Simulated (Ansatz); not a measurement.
# C2H3NS: the cost of one run

Program: the Python package of Ansatz 0.2.0. Level of theory: Hartree-Fock/def2-SVP. These are calculated values, not measurements.

### Step 1. The system

Bond lengths: C1–N2 1.407 Å, N2–C3 1.157 Å, C3–S4 1.776 Å, C1–H5 1.110 Å, C1–H6 1.110 Å, C1–H7 1.110 Å. Angles: C1–N2–C3 180.0°, N2–C1–H5 109.5°, N2–C1–H6 109.5°, N2–C1–H7 109.5°, H5–C1–H6 109.4°, H5–C1–H7 109.4°, H6–C1–H7 109.4°, N2–C3–S4 180.0°.

c2h3ns.xyz, read by the script:

```xyz
7

C    -0.98130    0.19210   -0.24200
N     0.36120   -0.07070    0.08910
C     1.46510   -0.28690    0.36130
S     3.15880   -0.61850    0.77910
H    -1.17870   -0.14180   -1.28160
H    -1.17640    1.28140   -0.16070
H    -1.64880   -0.35560    0.45480
```

### Step 2. The script

Input file c2h3ns_freq.py:

```python
import itertools
import warnings

import ansatz
from ase.data import atomic_numbers, covalent_radii
import numpy as np


def main() -> None:
    warnings.simplefilter("ignore", ansatz.DeckWarning)

    molecule = ansatz.Crystal.molecule_from_extxyz("c2h3ns.xyz")

    calculation = (
        molecule.calculation()
        .basis(gaussian="def2-SVP")
        .functional("hf")
        .charge(1)
        .spin("collinear", total=1)
    )
    symbols = [site.symbol for site in molecule.cartesian_sites]
    start = np.array([site.position_ang for site in molecule.cartesian_sites], dtype=float)
    report = calculation.relax(force_tolerance=0.003, max_steps=100).run(threads=1, pin="off").report
    end = np.array(report["positions_ang"])

    radius = [covalent_radii[atomic_numbers[s]] for s in symbols]
    span = lambda where, i, j: np.linalg.norm(where[i] - where[j])
    bonded = [(i, j) for i, j in itertools.combinations(range(len(symbols)), 2) if min(span(start, i, j), span(end, i, j)) < 1.2 * (radius[i] + radius[j])]
    print("pair        before    after (A)")
    for i, j in bonded:
        print(f"{symbols[i]}{i}-{symbols[j]}{j}".ljust(10), f"{span(start, i, j):8.4f} {span(end, i, j):8.4f}")

    minimum = ansatz.Crystal.molecule()
    for symbol, place in zip(symbols, end):
        minimum = minimum.atom(symbol, place.tolist())
    vibrating = (
        minimum.calculation()
        .basis(gaussian="def2-SVP")
        .functional("hf")
        .charge(1)
        .spin("collinear", total=1)
        .phonons(temperatures=(298.15, 498.15, 100))
    )
    vib = vibrating.run(threads=1, pin="off").report["vibrations"]
    sums = vib["harmonic_sums"]
    modes = [m["omega_inv_cm"] for m in sums["modes_at_gamma"] if m["rigid_motion"] == "no"]
    for number, w in enumerate(modes, start=1):
        print(f"mode {number:2d} {w:9.1f} 1/cm {w / 8065.544 * 1000:8.2f} meV")
    print("imaginary modes:", sum(w < 0 for w in modes), " zero-point energy:", round(sums["zero_point_energy_ev"], 4), "eV")
    print("T (K)   F_vib (eV)   S_vib (meV/K)   C_vib (meV/K)")
    for row in zip(sums["temperatures_k"], sums["vibrational_free_energy_ev"], vib["entropy_ev_per_k"], vib["heat_capacity_ev_per_k"]):
        print(f"{row[0]:6.1f} {row[1]:11.4f} {1000 * row[2]:13.4f} {1000 * row[3]:15.4f}")


if __name__ == "__main__":
    main()
```

### Step 3. The calls as engine input

The engine receives this input (first run):

```yaml
crystal:
  periodic: [false, false, false]
  atoms:
    - { symbol: C, position_ang: [-0.9813, 0.1921, -0.242] }
    - { symbol: "N", position_ang: [0.3612, -0.0707, 0.0891] }
    - { symbol: C, position_ang: [1.4651, -0.2869, 0.3613] }
    - { symbol: S, position_ang: [3.1588, -0.6185, 0.7791] }
    - { symbol: H, position_ang: [-1.1787, -0.1418, -1.2816] }
    - { symbol: H, position_ang: [-1.1764, 1.2814, -0.1607] }
    - { symbol: H, position_ang: [-1.6488, -0.3556, 0.4548] }
basis:
  gaussian:
    orbitals: def2-SVP
hamiltonian:
  xc: hf
magnetization:
  spin_polarized: true
  initial_magnetization: 1.0
total_charge: 1.0
relax:
  f_tol: 0.003
  max_steps: 100
```

### Step 4. Running it

Run with:

```
> python c2h3ns_freq.py
```

**Question.** How long does this script take on 1 thread of Intel Xeon Platinum 8259CL at 2.50GHz (Skylake/Cascade Lake), shared host, and how much memory does it need?

About 2.7 min, with a peak of 0.28 GiB.
